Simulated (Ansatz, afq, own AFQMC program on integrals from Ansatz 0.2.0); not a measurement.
**BSiH₂+ (triplet): AFQMC on the coupled-cluster ladder, cc-pVDZ**

How near does AFQMC come to the top of the ladder for BSiH₂+ (triplet)?

Program: Ansatz 0.2.0, Gaussian basis, and an in-house AFQMC program (afq) on its integrals; all values are calculated. Level of theory: cc-pVDZ, frozen cores. These are calculated values, not measurements.

The runs, in order: PBE (unrestricted); r2SCAN (unrestricted); PBE0 (unrestricted); B3LYP (unrestricted); wB97M-V (unrestricted); B2PLYP (unrestricted); CCSD(T) on UHF; CCSDT(Q) on UHF; Phaseless AFQMC, CISD trial on UHF.

## 1. The system

The geometry is a PBE0/def2-TZVP stationary point (not a proven minimum) of the parent state, kept for this charge and spin.

4 atoms, charge 1, spin multiplicity 3.

Atoms are counted from 1 here; the program's logs count them from 0.

Bond lengths: Si1–B2 1.925 Å, B2–H3 1.203 Å, B2–H4 1.203 Å. Angles: Si1–B2–H3 121.5°, Si1–B2–H4 121.5°, H3–B2–H4 117.1°.

Geometry (Å):

```
Si    0.0000    0.0000    0.6345
B     0.0000    0.0000   -1.2907
H     0.0000   -1.0258   -1.9185
H     0.0000    1.0258   -1.9185
```

## 2. PBE (unrestricted)

in.yaml

```yaml
crystal:
  periodic: [false, false, false]
  atoms:
    - {symbol: Si, position_ang: [0.000000, 0.000000, 0.634524]}
    - {symbol: B, position_ang: [0.000000, 0.000000, -1.290679]}
    - {symbol: H, position_ang: [0.000000, -1.025810, -1.918468]}
    - {symbol: H, position_ang: [0.000000, 1.025810, -1.918468]}
basis:
  gaussian: {orbitals: cc-pVDZ}
total_charge: 1
magnetization: {spin_polarized: true, initial_magnetization: 2}
hamiltonian: {xc: {name: PBE}}
output: {orbitals: {seedname: orbitals}}
```

Run with:

```bash
ansatz run in.yaml --threads 1 --pin off --events-out ev --progress --plain --max-ram 1843MiB
```

Standard output:

```text
Functional definition: PBE
  name "PBE"
  cite "Perdew, Burke & Ernzerhof, Phys. Rev. Lett. 77, 3865 (1996) doi:10.1103/PhysRevLett.77.3865"
  parent pbe
  parameter kappa = 0.804
  parameter beta = 0.06672455060314922
  exchange = pbe_x(kappa = kappa, mu = beta*pi^2/3)
  correlation = pbe_c(beta = beta)
508 factors; their error is unknown
mean field evaluation 1: about -8556.6121 eV, gradient 3.6e1 eV
mean field evaluation 2: about -8481.6415 eV, gradient 7.2e1 eV
mean field evaluation 4: about -8568.0303 eV, gradient 9.0e0 eV
mean field evaluation 8: about -8568.8612 eV, gradient 6.5e-2 eV
mean field evaluation 16: about -8567.2267 eV, gradient 4.9e0 eV
mean field -8568.86126056 eV, -314.8998431427 hartree, gradient 6.9e-5 eV, S^2 2.003850; 3 other end points of the search recorded, 0 dependent functions left out
reference -8568.86129019 eV, -314.8998442316 hartree; 11, 9 occupied and 31, 33 virtual orbitals, 508 factors
Total energy: -8568.86129019 eV, -314.8998442316 hartree
```

It took 1.5 s on 1 thread of Arm Neoverse V1, shared host.

From the report: ⟨S²⟩ of the determinant 2.004 (pure triplet: 2.00).

## 3. r2SCAN (unrestricted)

in.yaml: that of step 2 with these lines changed.

```diff
@@ -11,3 +11,2 @@
 magnetization: {spin_polarized: true, initial_magnetization: 2}
-hamiltonian: {xc: {name: PBE}}
-output: {orbitals: {seedname: orbitals}}
+hamiltonian: {xc: {name: r2SCAN}}
```

The command is unchanged.

Standard output:

```text
Functional definition: r2SCAN
  name "r2SCAN"
  cite "Furness, Kaplan, Ning, Perdew & Sun, J. Phys. Chem. Lett. 11, 8208 (2020) doi:10.1021/acs.jpclett.0c02405"
  cite "Furness, Kaplan, Ning, Perdew & Sun, J. Phys. Chem. Lett. 11, 9248 (2020) doi:10.1021/acs.jpclett.0c03077"
  parent r2scan
  parameter k0 = 0.174
  parameter k1 = 0.065
  parameter a1 = 4.9479
  exchange = r2scan_x(k0 = k0, k1 = k1, a1 = a1)
  correlation = r2scan_c
508 factors; their error is unknown
mean field evaluation 1: about -8562.6242 eV, gradient 3.2e1 eV
mean field evaluation 2: about -8498.0357 eV, gradient 7.0e1 eV
mean field evaluation 4: about -8572.4900 eV, gradient 5.9e0 eV
mean field evaluation 8: about -8572.8435 eV, gradient 5.5e-2 eV
mean field evaluation 16: about -8572.8435 eV, gradient 3.3e-5 eV
mean field -8572.84349986 eV, -315.0461877377 hartree, gradient 3.3e-5 eV, S^2 2.006778; 0 other end points of the search recorded, 0 dependent functions left out
reference -8572.84351011 eV, -315.0461881146 hartree; 11, 9 occupied and 31, 33 virtual orbitals, 508 factors
Total energy: -8572.84351011 eV, -315.0461881146 hartree
```

Wall time 2 s (1 thread of Arm Neoverse V1, shared host).

From the report: ⟨S²⟩ of the determinant 2.007 (pure triplet: 2.00).

## 4. PBE0 (unrestricted)

in.yaml: that of step 3 with these lines changed.

```diff
@@ -11,2 +11,3 @@
 magnetization: {spin_polarized: true, initial_magnetization: 2}
-hamiltonian: {xc: {name: r2SCAN}}
+hamiltonian: {xc: {name: PBE0}}
+output: {orbitals: {seedname: orbitals}}
```

Launched as before.

Standard output:

```text
Functional definition: PBE0
  name "PBE0"
  cite "Adamo & Barone, J. Chem. Phys. 110, 6158 (1999) doi:10.1063/1.478522"
  cite "Perdew, Burke & Ernzerhof, Phys. Rev. Lett. 77, 3865 (1996) doi:10.1103/PhysRevLett.77.3865"
  parent pbe
  parameter a = 0.25
  parameter kappa = 0.804
  parameter beta = 0.06672455060314922
  exchange = (1 - a)*pbe_x(kappa = kappa, mu = beta*pi^2/3) + a*exact_x
  correlation = pbe_c(beta = beta)
402 factors; integrals over basis functions are off by at most 8.2e-4 eV
mean field evaluation 1: about -8561.2984 eV, gradient 3.0e1 eV
mean field evaluation 2: about -8515.2030 eV, gradient 6.6e1 eV
mean field evaluation 4: about -8569.5918 eV, gradient 2.9e0 eV
mean field evaluation 8: about -8569.7604 eV, gradient 5.3e-2 eV
mean field evaluation 16: about -8569.7604 eV, gradient 5.1e-5 eV
mean field -8569.76040830 eV, -314.9328862129 hartree, gradient 5.1e-5 eV, S^2 2.004972; 1 other end points of the search recorded, 0 dependent functions left out
reference -8569.76043069 eV, -314.9328870357 hartree; 11, 9 occupied and 31, 33 virtual orbitals, 402 factors
Total energy: -8569.76043069 eV, -314.9328870357 hartree
```

Run time: 1.2 s. Hardware: 1 thread of Arm Neoverse V1, shared host.

From the report: ⟨S²⟩ of the determinant 2.005 (pure triplet: 2.00).

## 5. B3LYP (unrestricted)

in.yaml: that of step 4 with these lines changed.

```diff
@@ -11,3 +11,2 @@
 magnetization: {spin_polarized: true, initial_magnetization: 2}
-hamiltonian: {xc: {name: PBE0}}
-output: {orbitals: {seedname: orbitals}}
+hamiltonian: {xc: {name: B3LYP}}
```

Same command.

Standard output, shortened:

```text
Functional definition: B3LYP
  name "B3LYP"
  cite "Stephens, Devlin, Chabalowski & Frisch, J. Phys. Chem. 98, 11623 (1994) doi:10.1021/j100096a001"
  cite "Becke, Phys. Rev. A 38, 3098 (1988) doi:10.1103/PhysRevA.38.3098"
  cite "Lee, Yang & Parr, Phys. Rev. B 37, 785 (1988) doi:10.1103/PhysRevB.37.785"
  cite "Vosko, Wilk & Nusair, Can. J. Phys. 58, 1200 (1980) doi:10.1139/p80-159"
[...]
402 factors; integrals over basis functions are off by at most 8.2e-4 eV
[...]
mean field -8574.79990565 eV, -315.1180843246 hartree, gradient 1.9e-5 eV, S^2 2.003575; 1 other end points of the search recorded, 0 dependent functions left out
reference -8574.80008975 eV, -315.1180910899 hartree; 11, 9 occupied and 31, 33 virtual orbitals, 402 factors
Total energy: -8574.80008975 eV, -315.1180910899 hartree
```

Wall time 1.2 s (1 thread of Arm Neoverse V1, shared host).

From the report: ⟨S²⟩ of the determinant 2.004 (pure triplet: 2.00).

## 6. wB97M-V (unrestricted)

in.yaml: that of step 5 with these lines changed.

```diff
@@ -11,2 +11,3 @@
 magnetization: {spin_polarized: true, initial_magnetization: 2}
-hamiltonian: {xc: {name: B3LYP}}
+hamiltonian: {xc: {name: wB97M-V}}
+output: {orbitals: {seedname: orbitals}}
```

Launched as before.

Standard output, shortened:

```text
Functional definition: wB97M-V
  name "wB97M-V"
  cite "Mardirossian & Head-Gordon, J. Chem. Phys. 144, 214110 (2016) doi:10.1063/1.4952647"
  cite "Becke, J. Chem. Phys. 107, 8554 (1997) doi:10.1063/1.475007"
  cite "Vydrov & Van Voorhis, J. Chem. Phys. 133, 244103 (2010) doi:10.1063/1.3521275"
  # Of w^i u^j: cxij and so on, Table III.
[...]
  gx(w, u) = 1 - cx + cx01*u + cx10*w
  gss(w, u) = css00 + css04*u^4 + css10*w + css20*w^2 + css43*w^4*u^3
  gos(w, u) = cos00 + cos10*w + (cos20 + cos21*u)*w^2 + (cos60 + cos61*u)*w^6
[...]
      + integral(e_c_pw_mod_opposite_spin*gos(b97_w_opposite, b97_u_opposite)) + vv10(b, c)
402 factors; integrals over basis functions are off by at most 8.2e-4 eV
149 factors; integrals over basis functions are off by at most 8.8e-6 eV
[...]
mean field -8572.99009360 eV, -315.0515749585 hartree, gradient 5.7e-5 eV, S^2 2.003014; 1 other end points of the search recorded, 0 dependent functions left out
reference -8572.99012618 eV, -315.0515761558 hartree; 11, 9 occupied and 31, 33 virtual orbitals, 402 factors
Total energy: -8572.99012618 eV, -315.0515761558 hartree
```

Wall time 6 s (1 thread of Arm Neoverse V1, shared host).

From the report: ⟨S²⟩ of the determinant 2.003 (pure triplet: 2.00).

## 7. B2PLYP (unrestricted)

in.yaml: that of step 6 with these lines changed.

```diff
@@ -11,3 +11,3 @@
 magnetization: {spin_polarized: true, initial_magnetization: 2}
-hamiltonian: {xc: {name: wB97M-V}}
-output: {orbitals: {seedname: orbitals}}
+hamiltonian: {xc: {name: B2PLYP}}
+correlation: {electrons: outside_noble_gas}
```

The command is unchanged.

Standard output, shortened:

```text
Functional definition: B2PLYP
  name "B2PLYP"
  cite "Grimme, J. Chem. Phys. 124, 034108 (2006) doi:10.1063/1.2148954"
  cite "Becke, Phys. Rev. A 38, 3098 (1988) doi:10.1103/PhysRevA.38.3098"
  cite "Lee, Yang & Parr, Phys. Rev. B 37, 785 (1988) doi:10.1103/PhysRevB.37.785"
[...]
402 factors; integrals over basis functions are off by at most 8.2e-4 eV
[...]
mean field -8568.66989849 eV, -314.8928107164 hartree, gradient 3.4e-6 eV, S^2 2.006807; 4 other end points of the search recorded, 0 dependent functions left out
6 core orbitals not correlated: weight in the atoms' cores, before any rotation towards them, 1.000 or more for the frozen orbitals, at most 0.000 for the correlated occupied ones
reference -8568.67001579 eV, -314.8928150271 hartree; 5, 3 occupied and 31, 33 virtual orbitals, 402 factors
second order -4.33731927 eV of doubles, -0.00000000 eV of singles
Total energy: -8569.84109199 eV, -314.9358512838 hartree
```

Wall time 2.6 s (1 thread of Arm Neoverse V1, shared host).

From the report: ⟨S²⟩ of the determinant 2.007 (pure triplet: 2.00).

## 8. CCSD(T) on UHF

in.yaml: that of step 7 with these lines changed.

```diff
@@ -11,3 +11,2 @@
 magnetization: {spin_polarized: true, initial_magnetization: 2}
-hamiltonian: {xc: {name: B2PLYP}}
-correlation: {electrons: outside_noble_gas}
+correlation: {method: ccsd_t, electrons: outside_noble_gas, hamiltonian_folder: ham}
```

The command is unchanged.

Standard output, shortened:

```text
Functional definition: HF
  name "HF"
  cite "Fock, Z. Phys. 61, 126 (1930) doi:10.1007/BF01340294"
  parent pbe
[...]
402 factors; integrals over basis functions are off by at most 8.2e-4 eV
[...]
mean field -8554.85203647 eV, -314.3850136534 hartree, gradient 2.7e-6 eV, S^2 2.012523; 8 other end points of the search recorded, 0 dependent functions left out
determinant -8554.85203647 eV, -314.3850136534 hartree, with singles and doubles -8559.07369588 eV, -314.5401567749 hartree
determinant -8554.01890092 eV, -314.3543964867 hartree, with singles and doubles -8557.98113837 eV, -314.5000060270 hartree
determinant -8551.97859098 eV, -314.2794164791 hartree, with singles and doubles -8556.07564882 eV, -314.4299805779 hartree
determinant -8551.44845902 eV, -314.2599344890 hartree, with singles and doubles -8555.91392754 eV, -314.4240374302 hartree
6 core orbitals not correlated: weight in the atoms' cores, before any rotation towards them, 1.000 or more for the frozen orbitals, at most 0.000 for the correlated occupied ones
reference -8554.85203647 eV, -314.3850136534 hartree; 5, 3 occupied and 31, 33 virtual orbitals, 402 factors
second order -3.28211232 eV of doubles, -0.00000000 eV of singles
cycle   1  -4.22183349 eV  change   -1.7e-4 eV  update   1.1e-3
[...]
cycle   7  -4.22227970 eV  change   -1.3e-6 eV  update   7.9e-6
perturbative correction -0.13887856 eV, -0.0051036929 hartree
Total energy: -8559.21319473 eV, -314.5452832632 hartree
```

Wall time 2.1 s (1 thread of Arm Neoverse V1, shared host).

From the report: ⟨S²⟩ of the determinant 2.013 (pure triplet: 2.00); correlation -4.3612 eV; T1 0.035; largest double amplitude 0.09.

This run also writes the integrals to the folder ham.

## 9. CCSDT(Q) on UHF

in.yaml: that of step 8 with these lines changed.

```diff
@@ -11,2 +11,2 @@
 magnetization: {spin_polarized: true, initial_magnetization: 2}
-correlation: {method: ccsd_t, electrons: outside_noble_gas, hamiltonian_folder: ham}
+correlation: {method: ccsdt_q, electrons: outside_noble_gas}
```

The command is unchanged.

Standard output, shortened:

```text
Functional definition: HF
  name "HF"
  cite "Fock, Z. Phys. 61, 126 (1930) doi:10.1007/BF01340294"
  parent pbe
[...]
780 factors; integrals over basis functions are off by at most 1.5e-7 eV
[...]
mean field -8554.85205287 eV, -314.3850142558 hartree, gradient 1.6e-6 eV, S^2 2.012523; 8 other end points of the search recorded, 0 dependent functions left out
determinant -8554.85205287 eV, -314.3850142558 hartree, with singles and doubles -8559.07370536 eV, -314.5401571235 hartree
determinant -8554.01891444 eV, -314.3543969834 hartree, with singles and doubles -8557.98114447 eV, -314.5000062512 hartree
determinant -8551.97861254 eV, -314.2794172717 hartree, with singles and doubles -8556.07565720 eV, -314.4299808858 hartree
determinant -8551.44847752 eV, -314.2599351690 hartree, with singles and doubles -8555.91394959 eV, -314.4240382405 hartree
6 core orbitals not correlated: weight in the atoms' cores, before any rotation towards them, 1.000 or more for the frozen orbitals, at most 0.000 for the correlated occupied ones
reference -8554.85205287 eV, -314.3850142558 hartree; 5, 3 occupied and 31, 33 virtual orbitals, 780 factors
second order -3.28212671 eV of doubles, -0.00000000 eV of singles
cycle   1  -3.90420511 eV  change   -6.2e-1 eV  update   7.9e-2
[...]
cycle  17  -4.40285032 eV  change    6.9e-7 eV  update   8.8e-7
perturbative correction -0.00752785 eV, -0.0002766432 hartree
Total energy: -8559.26243104 eV, -314.5470926641 hartree
```

It took 12 s on 1 thread of Arm Neoverse V1, shared host.

From the report: ⟨S²⟩ of the determinant 2.013 (pure triplet: 2.00); correlation -4.4104 eV; T1 0.040; largest double amplitude 0.11.

## 10. Phaseless AFQMC, CISD trial on UHF

It reads the integrals that the CCSD(T) run on this determinant wrote.

Run with:

```bash
afq ham --method phaseless --trial cisd --walkers 60 --populations 1 --least-time 40 --time-step 0.005 --steps-per-block 50 --equilibration-blocks 28 --max-blocks 300 --target-error 0.00034 --factor-cut 1e-05 --start spin_pure --seed 40 --release-times 0.24,0.51,0.99,1.62,2.4 --release-step 0.03 --release-every 4 --taylor-order 6
```

Standard output:

```text
orbitals 36  electrons 5 3  factors 276 of 402
reference energy -314.38501365 Eh
CCSD correlation -0.15516591 Eh in 12 cycles, weight of the determinant in the CISD state 0.8806
energy of the start -314.539968 Eh
 block  time / (1/Eh)  mean weight  energy / Eh
     1     0.250  1.0000  -314.538798
     2     0.500  0.9995  -314.539106
     3     0.750  0.9988  -314.539460
     4     1.000  1.0003  -314.539963
     5     1.250  1.0018  -314.541528
     6     1.500  1.0004  -314.542295
     7     1.750  1.0007  -314.542270
     8     2.000  1.0006  -314.542612
     9     2.250  0.9996  -314.543562
    10     2.500  1.0003  -314.542982
    13     3.250  1.0004  -314.544996
    17     4.250  1.0002  -314.549312
    21     5.250  1.0008  -314.550304
    25     6.250  1.0022  -314.545426
    29     7.250  1.0005  -314.544439
    33     8.250  0.9986  -314.548027
    37     9.250  1.0001  -314.547667
    41    10.250  0.9992  -314.549424
    45    11.250  1.0001  -314.545556
    49    12.250  0.9995  -314.550708
    53    13.250  1.0015  -314.547116
    57    14.250  1.0018  -314.551327
    61    15.250  1.0015  -314.545114
    65    16.250  0.9991  -314.552146
    69    17.250  1.0010  -314.546312
    73    18.250  0.9997  -314.551615
    77    19.250  1.0016  -314.543250
    81    20.250  1.0005  -314.544107
    85    21.250  0.9990  -314.544362
    89    22.250  0.9997  -314.546449
    93    23.250  0.9986  -314.542630
    97    24.250  0.9985  -314.546092
   101    25.250  0.9986  -314.546197
   105    26.250  1.0003  -314.544602
   109    27.250  1.0010  -314.548034
   113    28.250  1.0008  -314.550782
   117    29.250  1.0009  -314.544865
   121    30.250  1.0002  -314.548874
   125    31.250  1.0001  -314.547308
   129    32.250  1.0018  -314.548179
   133    33.250  1.0004  -314.543386
   137    34.250  1.0006  -314.547071
   141    35.250  0.9973  -314.543891
   145    36.250  1.0013  -314.549431
   149    37.250  0.9998  -314.543090
   153    38.250  0.9987  -314.542043
   157    39.250  1.0001  -314.543105
   161    40.250  0.9983  -314.544038
   165    41.250  1.0009  -314.548996
   169    42.250  1.0032  -314.544620
   173    43.250  0.9991  -314.546197
   177    44.250  0.9998  -314.542878
   181    45.250  0.9993  -314.547006
   185    46.250  1.0011  -314.546065
blocks merged  error / Eh  count
     1  0.000192  160
     2  0.000241  80
     4  0.000292  40
     8  0.000304  20
    16  0.000330  10
released: time / (1/Eh)  energy / Eh  error  mean overlap
  0.24  -314.545915  0.000285  1.0146
  0.51  -314.546109  0.000330  1.0116
  0.99  -314.546956  0.000373  1.0008
  1.62  -314.547306  0.000438  1.0078
  2.40  -314.546900  0.000466  1.0048
energy -314.546348 +/- 0.000304 Eh
```

Run time: 3.4 min. Hardware: 1 thread of Arm Neoverse V1, shared host.

Energy -8559.2422 ± 0.0083 eV. Caveats: constraint bias not in the error.

## 11. All levels side by side

On the UHF determinant, counted from CCSDT(Q) (a yardstick, not exact):

```csv
level,energy (eV),from CCSDT(Q) (kcal/mol),statistical error (kcal/mol),time
HF,-8554.8520,+101.71,,
MP2,-8558.1341,+26.02,,
CCSD,-8559.0743,+4.34,,
CCSD(T),-8559.2132,+1.14,,
CCSDT(Q),-8559.2624,0.00,,
"Phaseless AFQMC, CISD trial, step 0.005, 60 walkers",-8559.2422,+0.47,0.19,3.4 min
```

The functionals' totals stand on their own zeros and serve differences with other points: PBE -8568.861 eV; r2SCAN -8572.844 eV; PBE0 -8569.760 eV; B3LYP -8574.800 eV; wB97M-V -8572.990 eV; B2PLYP -8569.841 eV.

## 12. Results

| quantity | value |
| --- | --- |
| CCSD(T) on UHF from CCSDT(Q) | +1.14 kcal/mol |
| Phaseless AFQMC, CISD trial on UHF from CCSDT(Q) | +0.47 ± 0.19 kcal/mol |

On UHF the phaseless walk with the CISD trial lies +0.47 kcal/mol from CCSDT(Q), within three error bars. Error bars are statistical and leave out the constraint, the time step and what remains of the start.
